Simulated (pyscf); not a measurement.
# Routes from HO–BH–F (SMILES OBF) + HF (SMILES F)

Candidate steps break at most two bonds and form at most two. Each was searched with GFN2-xTB (tblite) first. Single points on ωB97X-D3(BJ)/def2-SVP structures (PySCF, gas phase). Energies: ωB97M-D3(BJ)/def2-TZVP, kcal/mol, from the separated reactants, singlet surface; ΔG‡ with ideal gas, 1 atm, RRHO with modes under 100 cm⁻¹ raised to 100, one conformer, R ln 2 for chiral ones without a mode under 150 cm⁻¹.

| products | type | ΔE‡ | ΔE | ΔG‡ 298 K | ΔG‡ 900 K | ν‡ (cm⁻¹) |
|---|---|---|---|---|---|---|
| F–BH–F + H₂O | four-centre exchange | 13.1 | -2.5 | 22.3 | 43.2 | 975i |
| HO–B(F)–F + H₂ | four-centre exchange | 24.1 | -29.1 | 32.4 | 52.4 | 1229i |

Row 1: On the reactant side the descent ends in a complex, 4.6 kcal/mol under the separated species and 18.1 kcal/mol under the saddle at ωB97X-D3(BJ)/def2-TZVP. On the product side the descent ends in an adduct with a B–O contact, 8.0 kcal/mol under the separated species and 24.0 kcal/mol under the saddle at ωB97X-D3(BJ)/def2-TZVP. Row 2: On the reactant side the descent ends in a complex, 4.3 kcal/mol under the separated species and 29.1 kcal/mol under the saddle at ωB97X-D3(BJ)/def2-TZVP. 

Plain bond fissions and candidates not yet searched are not listed, and one of them may be faster. Each barrier is that of the saddle found; lower ones may exist.
